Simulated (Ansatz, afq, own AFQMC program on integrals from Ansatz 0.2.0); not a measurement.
**Where AFQMC and coupled cluster stand for CH$_{2}$⁺, doublet**

```yaml
atoms:
  - { symbol: C, position_ang: [0.0000, 0.0000, 0.4178] }
  - { symbol: H, position_ang: [0.0000, 0.0000, -1.9292] }
  - { symbol: H, position_ang: [0.0000, 0.0000, 1.5114] }
```

Basis cc-pVDZ. Only valence electrons are correlated. Integrals, coupled cluster, full CI and functionals: Ansatz 0.2.0; the random walks run on the same integrals in our own AFQMC program. The CISD trial takes its coefficients from CCSD amplitudes. Released means that phaseless walkers are propagated on without the constraint, phases kept. Uncertainties: one standard error, sampling alone.

Determinant: ROHF, the one that the program's search chose, which needn't be the lowest solution. The geometry is a point of a scan.

Full CI on the same integrals is exact in this basis and with this determinant's frozen core.

Cautions: a spin-contaminated unrestricted determinant lies lower (UHF 1.24 eV lower, ⟨S²⟩ 1.53); the search met a lower determinant of the same kind, perhaps of another symmetry (701 meV lower); strong correlation (T1 0.088, weight of the determinant 0.82, largest double 0.25); the released energies are still falling, so no released level is given (meV from the phaseless value at times in 1/Eh: 0.4 ± 2.3 at 0.24, -6.5 ± 2.3 at 0.51, -12 ± 3 at 0.99, -16 ± 3 at 1.62, -43 ± 29 at 2.40).

The T1 diagnostic is 0.0883 and the weight of the determinant in the CISD state is 0.821. The size of the correlated space is 5 electrons in 23 orbitals.

```csv
level,correlation energy (eV)
MP2,-2.5815
CCSD,-3.5143
CCSD(T),-3.6319
```

Question: Estimate where phaseless AFQMC with the Hartree–Fock trial lies against CCSD(T) on the same integrals.

Answer: 7.75 ± 1.15 mEh above CCSD(T).

Reference: full CI, correlation energy -3.665 eV. The cautions show a poor starting determinant, so the rows tell how each method copes with it here, and full CI is the sure value.

```tsv
level	E − E(reference) (mEh)	share of correlation (%)
CCSD(T)	1.23	99.09
CCSDT	0.25	99.81
CCSDT(Q)	0.04	99.97
CCSDTQ	0.00	100.00
ph-AFQMC/HF	8.98 ± 1.15	93.34
ph-AFQMC/CISD	1.30 ± 0.14	99.03
```

CCSDT and higher add their correlation energy to the determinant of the CCSD(T) run, since their own runs factorise the integrals more tightly (a shift of under 2 meV).
